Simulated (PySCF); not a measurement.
Species, as SMILES: P (PH3).
Geometry (B3LYP-D3(BJ)/def2-TZVP, fixed):
```
P
H 1 1.4188
H 1 1.4188 2 93.38
H 1 1.4188 2 93.38 3 93.59
```

Basis-set convergence of the mean static polarisability at PBE with PySCF. All functions are spherical. Density fitting with generated auxiliary sets. No added dispersion term, no relativity. Reference: the value in aug-pcseg-3, 31.83 bohr³, itself unsure by roughly 0.4 % (its mean distance from aug-cc-pV(Q+d)Z, aug-pcseg-2, aug-cc-pV(T+d)Z). Deviations are taken from unrounded values.

```
basis            functions  mean static polarisability (bohr³)  minus reference (%)
---------------  ---------  ----------------------------------  -------------------
def2-SVP                33                               22.17                -30.3
cc-pV(D+d)Z             38                               23.23                -27.0
def2-SVPD               48                               30.07                 -5.5
Sadlej pVTZ             59                               31.83                  0.0
aug-cc-pV(D+d)Z         59                               30.96                 -2.7
def2-TZVPD              70                               31.27                 -1.8
def2-TZVPP              84                               26.97                -15.3
jun-cc-pV(T+d)Z         90                               31.30                 -1.7
aug-cc-pV(T+d)Z        124                               31.67                 -0.5
def2-QZVPP             160                               29.53                 -7.2
pcseg-3                163                               29.83                 -6.3
def2-QZVPPD            175                               31.65                 -0.5
aug-cc-pV(Q+d)Z        227                               31.83                  0.0
```
